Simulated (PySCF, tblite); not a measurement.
# HCl: protonation, part 1 of 2

Aim: compute the protonation of HCl (`Cl`).

Computed with tblite 0.8.0 and PySCF 2.14.0 and routines of our own; the level stands in each step. Atoms count from 0.

## 1. The system as given

2 atoms, charge 0, multiplicity 1; geometry from: start built from the parent or by distance geometry.

## 2. Optimising the geometry with GFN2-xTB

Job settings and geometry (Å):

```
{"job": {"kind": "relax", "xc": "GFN2-xTB", "basis": "xTB"}, "charge": 0, "multiplicity": 1}
Cl     0.699100    -0.006100    -0.005300
H     -0.693600     0.008700    -0.023000
```

The run is started by

```
OMP_NUM_THREADS=1 python redox_run.py task.json out
```

The driver reads the jobs from task.json and runs them one after another.

Output:

```text
step      E/eV     max force
  0    -137.37103    1.914
  1    -137.45633    1.166
  2    -137.48713    0.590
  3    -137.49383    0.102
  4    -137.49406    0.007
```

Run time: 0.01 s. Hardware: 1 thread of Arm Neoverse V1, shared host.

Relaxation path:

| step | energy from step 0 (eV) | largest force (eV/Å) |
| --- | --- | --- |
| 0 | 0.0000 | 1.9143 |
| 1 | -0.0853 | 1.1662 |
| 2 | -0.1161 | 0.5901 |
| 3 | -0.1228 | 0.1020 |
| 4 | -0.1230 | 0.0070 |

The bond:

```
  bond  before (Å)  after (Å)  change (Å)
Cl0–H1       1.393      1.277      -0.116
```

The next job starts from the end point, and lists it.

## 3. Vibrational analysis with GFN2-xTB

Job settings and geometry (Å):

```
{"job": {"kind": "ir", "xc": "GFN2-xTB", "basis": "xTB"}, "charge": 0, "multiplicity": 1}
Cl     0.641342    -0.005505    -0.006017
H     -0.635828     0.008042    -0.022280
```

Output:

```text
mode    cm-1     km/mol
  1    2510.1    146.90
ZPE 15.014  H(298)-E 23.690  G(298)-E -31.949 kJ/mol  S 186.62 J/(mol K)
```

Run time: 0.05 s. Hardware: 1 thread of Arm Neoverse V1, shared host.

Which atoms move in the most intense modes:

```csv
cm⁻¹,km/mol,atoms
2510,146.9,H1 97 %
```

## 4. Geometry optimisation at PBE0-D3(BJ)/def2-SVP

Job settings and geometry (Å):

```
{"job": {"xc": "PBE0", "basis": "def2-SVP", "d3": "d3bj", "grid": 1, "kind": "geom"}, "charge": 0, "multiplicity": 1}
Cl     0.641342    -0.005505    -0.006017
H     -0.635828     0.008042    -0.022280
```

Output:

```text
step   0  E = -460.50235980  max force = 0.005127
step   1  E = -460.50238897  max force = 0.002364
step   2  E = -460.50239747  max force = 0.000051
optimisation converged
```

It took 0.59 s on 1 thread of Arm Neoverse V1, shared host.

Step by step:

| step | energy from step 0 (eV) | largest force component (eV/Å) |
| --- | --- | --- |
| 0 | 0.0000 | 0.2636 |
| 1 | -0.0008 | 0.1216 |
| 2 | -0.0010 | 0.0026 |

The bond:

```
  bond  before (Å)  after (Å)  change (Å)
Cl0–H1       1.277      1.285      +0.008
```

The next job starts from the end point, and lists it.

| at the end point | value |
| --- | --- |
| point group (found at 0.08 Å tolerance) | Cinfv |
| rotational constants (GHz, main isotopes) | 312.3, 312.3 |
| dipole moment (D) | 1.38 |

## 5. Harmonic vibrations (HCl): PBE0-D3(BJ)/def2-SVP

Job settings and geometry (Å):

```
{"job": {"xc": "PBE0", "basis": "def2-SVP", "d3": "d3bj", "grid": 2, "kind": "hessian"}, "charge": 0, "multiplicity": 1}
Cl     0.645426    -0.005819    -0.005624
H     -0.639680     0.008375    -0.022660
```

Output:

```text
coarse grid: 2248 points
cycle   1  E = -460.4450392241  dE = -5.897e-02  |g| = 2.012e-01  |ddm| = 1.037e+00
cycle   2  E = -460.4502483656  dE = -5.209e-03  |g| = 1.668e-01  |ddm| = 4.398e-01
cycle   3  E = -460.4578288757  dE = -7.581e-03  |g| = 6.098e-03  |ddm| = 1.977e-01
cycle   4  E = -460.4578364372  dE = -7.562e-06  |g| = 2.047e-03  |ddm| = 6.008e-03
final grid: 17120 points
cycle   5  E = -460.5023884682  dE = -2.717e-06  |g| = 1.943e-03  |ddm| = 5.803e-03
cycle   6  E = -460.5023890568  dE = -5.887e-07  |g| = 1.209e-03  |ddm| = 3.399e-03
cycle   7  E = -460.5023894084  dE = -3.515e-07  |g| = 8.541e-06  |ddm| = 1.253e-03
cycle   8  E = -460.5023894084  dE = -1.643e-11  |g| = 2.543e-06  |ddm| = 1.323e-05
converged SCF energy = -460.5023894084

mode    cm-1
  1    3016.1
ZPE 18.040  H(298)-E 26.717  G(298)-E -28.953 kJ/mol  S 186.72 J/(mol K)
```

It took 0.89 s on 1 thread of Arm Neoverse V1, shared host.

Zero-point energy 18.04 kJ/mol (xTB gave 15.01).

## 6. Single point (HCl): PBE0-D3(BJ)/def2-TZVP

Geometry: PBE0-D3(BJ)/def2-SVP.

Job settings and geometry (Å):

```
{"job": {"kind": "sp", "xc": "PBE0", "basis": "def2-TZVP", "d3": "d3bj", "grid": 2}, "charge": 0, "multiplicity": 1}
Cl     0.645426    -0.005819    -0.005624
H     -0.639680     0.008375    -0.022660
```

Output:

```text
coarse grid: 2248 points
cycle   1  E = -460.6523088813  dE = -4.498e-02  |g| = 1.914e-01  |ddm| = 8.002e-01
cycle   2  E = -460.6553802239  dE = -3.071e-03  |g| = 1.856e-01  |ddm| = 3.547e-01
cycle   3  E = -460.6641408784  dE = -8.761e-03  |g| = 1.442e-02  |ddm| = 1.632e-01
cycle   4  E = -460.6641617601  dE = -2.088e-05  |g| = 2.783e-03  |ddm| = 7.491e-03
cycle   5  E = -460.6641634148  dE = -1.655e-06  |g| = 1.077e-03  |ddm| = 2.587e-03
final grid: 17120 points
cycle   6  E = -460.6646348331  dE = -4.372e-06  |g| = 2.146e-03  |ddm| = 4.632e-03
cycle   7  E = -460.6646349171  dE = -8.399e-08  |g| = 1.706e-03  |ddm| = 2.689e-03
cycle   8  E = -460.6646354476  dE = -5.305e-07  |g| = 1.384e-04  |ddm| = 1.392e-03
cycle   9  E = -460.6646354531  dE = -5.490e-09  |g| = 2.094e-05  |ddm| = 1.113e-04
converged SCF energy = -460.6646354531
```

Run time: 0.46 s. Hardware: 1 thread of Arm Neoverse V1, shared host.

Orbitals, density, ELF and potential are computed afterwards from the orbital file.

Frontier orbitals at PBE0/def2-TZVP, with the share of their density that lies nearest to each atom:

```csv
orbital,energy (eV),lies on
HOMO,-9.40,Cl0 88 %; H1 12 %
LUMO,0.29,H1 62 %; Cl0 38 %
```

ELF in a plane through or near 2 of the atoms.

Values, 10 rows by 14 columns:
```
0.00 0.00 0.00 0.00 0.00 0.00 0.00 0.00 0.00 0.00 0.00 0.00 0.00 0.00
0.00 0.00 0.00 0.00 0.00 0.00 0.05 0.16 0.26 0.23 0.07 0.01 0.00 0.00
0.00 0.00 0.00 0.00 0.01 0.03 0.19 0.48 0.67 0.65 0.33 0.07 0.00 0.00
0.00 0.00 0.00 0.06 0.36 0.49 0.51 0.75 0.89 0.89 0.66 0.25 0.03 0.00
0.00 0.00 0.01 0.53 0.91 0.97 0.89 0.52 0.38 0.42 0.73 0.33 0.04 0.00
0.00 0.00 0.02 0.65 0.94 0.99 0.95 0.21 0.56 0.31 0.71 0.34 0.05 0.00
0.00 0.00 0.00 0.26 0.76 0.85 0.71 0.77 0.73 0.88 0.72 0.31 0.04 0.00
0.00 0.00 0.00 0.00 0.06 0.14 0.32 0.64 0.82 0.81 0.53 0.16 0.01 0.00
0.00 0.00 0.00 0.00 0.00 0.02 0.13 0.38 0.55 0.52 0.22 0.04 0.00 0.00
0.00 0.00 0.00 0.00 0.00 0.00 0.01 0.03 0.05 0.04 0.01 0.00 0.00 0.00
```
The map spans 6.5 Å across and 5.2 Å up, centred on the molecule. Atoms in the plane (x, y in Å): Cl0 (0.6, 0.0), H1 (-0.6, 0.0).

On the surface of density 0.002 e/bohr³ the electrostatic potential runs, from the 1st to the 99th percentile, from -0.50 V near Cl0 to 2.39 V near H1.

## 7. Geometry optimisation with GFN2-xTB

This step treats H₂Cl+, `[ClH2+]`.

Job settings and geometry (Å):

```
{"job": {"kind": "relax", "xc": "GFN2-xTB", "basis": "xTB"}, "charge": 1, "multiplicity": 1}
Cl     0.661700    -0.011900    -0.010900
H     -0.650400     0.017000    -0.045700
H      1.187800    -1.246800    -0.162700
```

Output:

```text
step      E/eV     max force
  0    -136.93621    1.210
  1    -136.96554    0.954
  2    -137.02755    1.162
  3    -137.04712    0.760
  4    -137.07699    0.198
  5    -137.07801    0.097
  6    -137.07822    0.022
  7    -137.07824    0.002
```

Run time: 0.04 s. Hardware: 1 thread of Arm Neoverse V1, shared host.

Relaxation path:

```csv
step,energy from step 0 (eV),largest force (eV/Å)
0,0.0000,1.2099
1,-0.0293,0.9542
2,-0.0913,1.1623
3,-0.1109,0.7605
4,-0.1408,0.1978
5,-0.1418,0.0973
6,-0.1420,0.0217
7,-0.1420,0.0022
```

Close pairs (by a distance rule), those that changed most:

| bond | before (Å) | after (Å) | change (Å) |
| --- | --- | --- | --- |
| Cl0–H2 | 1.351 | 1.294 | -0.057 |
| Cl0–H1 | 1.313 | 1.294 | -0.019 |

The end geometry stands in the next job.

## 8. Infrared spectrum with GFN2-xTB

Job settings and geometry (Å):

```
{"job": {"kind": "ir", "xc": "GFN2-xTB", "basis": "xTB"}, "charge": 1, "multiplicity": 1}
Cl     0.716671     0.043390    -0.001786
H     -0.569565    -0.088453    -0.057587
H      1.051970    -1.196660    -0.159955
```

Output:

```text
mode    cm-1     km/mol
  1     996.3      0.25
  2    2276.3      2.53
  3    2300.1     29.44
ZPE 33.332  H(298)-E 43.347  G(298)-E -18.080 kJ/mol  S 206.03 J/(mol K)
```

Run time: 0.06 s. Hardware: 1 thread of Arm Neoverse V1, shared host.

Which atoms move in the most intense modes:

```
cm⁻¹  km/mol             atoms
 996     0.2  H1 48 %, H2 48 %
2276     2.5  H2 50 %, H1 48 %
2300    29.4  H1 49 %, H2 48 %
```

## 9. Relaxing the molecule at PBE0-D3(BJ)/def2-SVP

This step treats H₂Cl+, `[ClH2+]`.

Job settings and geometry (Å):

```
{"job": {"xc": "PBE0", "basis": "def2-SVP", "d3": "d3bj", "grid": 1, "kind": "geom"}, "charge": 1, "multiplicity": 1}
Cl     0.716671     0.043390    -0.001786
H     -0.569565    -0.088453    -0.057587
H      1.051970    -1.196660    -0.159955
```

Output:

```text
step   0  E = -460.72458830  max force = 0.019368
step   1  E = -460.72498426  max force = 0.014483
step   2  E = -460.72551607  max force = 0.000806
step   3  E = -460.72551769  max force = 0.000056
optimisation converged
```

Wall time 0.69 s (1 thread of Arm Neoverse V1, shared host).

Relaxation path:

```csv
step,energy from step 0 (eV),largest force component (eV/Å)
0,0.0000,0.9959
1,-0.0108,0.7447
2,-0.0252,0.0414
3,-0.0253,0.0029
```

Distances of close pairs at the start and the end, largest changes first:

| bond | before (Å) | after (Å) | change (Å) |
| --- | --- | --- | --- |
| Cl0–H1 | 1.294 | 1.317 | +0.023 |
| Cl0–H2 | 1.294 | 1.317 | +0.023 |

The next job starts from the end point, and lists it.

| at the end point | value |
| --- | --- |
| point group (found at 0.08 Å tolerance) | C2v |
| rotational constants (GHz, main isotopes) | 334.6, 266.1, 148.2 |

## 10. Harmonic vibrations (H2Cl+): PBE0-D3(BJ)/def2-SVP

Job settings and geometry (Å):

```
{"job": {"xc": "PBE0", "basis": "def2-SVP", "d3": "d3bj", "grid": 2, "kind": "hessian"}, "charge": 1, "multiplicity": 1}
Cl     0.731783     0.067031     0.002199
H     -0.571803    -0.110192    -0.060747
H      1.027691    -1.205590    -0.163985
```

Output:

```text
coarse grid: 2864 points
cycle   1  E = -460.6652549122  dE =  3.813e-01  |g| = 2.116e-01  |ddm| = 1.359e+00
cycle   2  E = -460.6783363079  dE = -1.308e-02  |g| = 9.609e-02  |ddm| = 3.923e-01
cycle   3  E = -460.6808373335  dE = -2.501e-03  |g| = 1.216e-02  |ddm| = 8.999e-02
cycle   4  E = -460.6808736065  dE = -3.627e-05  |g| = 2.971e-03  |ddm| = 1.134e-02
cycle   5  E = -460.6808757787  dE = -2.172e-06  |g| = 5.440e-04  |ddm| = 3.751e-03
final grid: 22496 points
cycle   6  E = -460.7255062120  dE = -2.056e-06  |g| = 1.307e-03  |ddm| = 4.850e-03
cycle   7  E = -460.7255063591  dE = -1.471e-07  |g| = 1.074e-03  |ddm| = 2.709e-03
cycle   8  E = -460.7255066527  dE = -2.936e-07  |g| = 2.650e-05  |ddm| = 1.178e-03
cycle   9  E = -460.7255066529  dE = -1.793e-10  |g| = 7.773e-06  |ddm| = 2.671e-05
cycle  10  E = -460.7255066529  dE = -1.694e-11  |g| = 1.504e-07  |ddm| = 5.968e-06
converged SCF energy = -460.7255066529

mode    cm-1
  1    1177.8
  2    2759.5
  3    2761.0
ZPE 40.065  H(298)-E 50.029  G(298)-E -11.484 kJ/mol  S 206.31 J/(mol K)
```

Wall time 1.6 s (1 thread of Arm Neoverse V1, shared host).

Zero-point energy 40.06 kJ/mol (xTB gave 33.33).

## 11. Single point (H₂Cl+): PBE0-D3(BJ)/def2-TZVP

Geometry: PBE0-D3(BJ)/def2-SVP.

Job settings and geometry (Å):

```
{"job": {"kind": "sp", "xc": "PBE0", "basis": "def2-TZVP", "d3": "d3bj", "grid": 2}, "charge": 1, "multiplicity": 1}
Cl     0.731783     0.067031     0.002199
H     -0.571803    -0.110192    -0.060747
H      1.027691    -1.205590    -0.163985
```

Output:

```text
coarse grid: 2864 points
cycle   1  E = -460.8684754753  dE =  4.000e-01  |g| = 2.288e-01  |ddm| = 1.029e+00
cycle   2  E = -460.8828120710  dE = -1.434e-02  |g| = 1.284e-01  |ddm| = 3.369e-01
cycle   3  E = -460.8863042322  dE = -3.492e-03  |g| = 1.712e-02  |ddm| = 8.981e-02
cycle   4  E = -460.8863511551  dE = -4.692e-05  |g| = 4.010e-03  |ddm| = 9.757e-03
cycle   5  E = -460.8863536877  dE = -2.533e-06  |g| = 1.530e-03  |ddm| = 3.597e-03
final grid: 22496 points
cycle   6  E = -460.8868512368  dE = -5.551e-06  |g| = 3.036e-03  |ddm| = 5.837e-03
cycle   7  E = -460.8868514790  dE = -2.422e-07  |g| = 2.424e-03  |ddm| = 3.529e-03
cycle   8  E = -460.8868525383  dE = -1.059e-06  |g| = 1.376e-04  |ddm| = 1.746e-03
cycle   9  E = -460.8868525437  dE = -5.374e-09  |g| = 1.739e-05  |ddm| = 1.050e-04
converged SCF energy = -460.8868525437
```

It took 0.27 s on 1 thread of Arm Neoverse V1, shared host.

(Continued in part 2 of 2.)
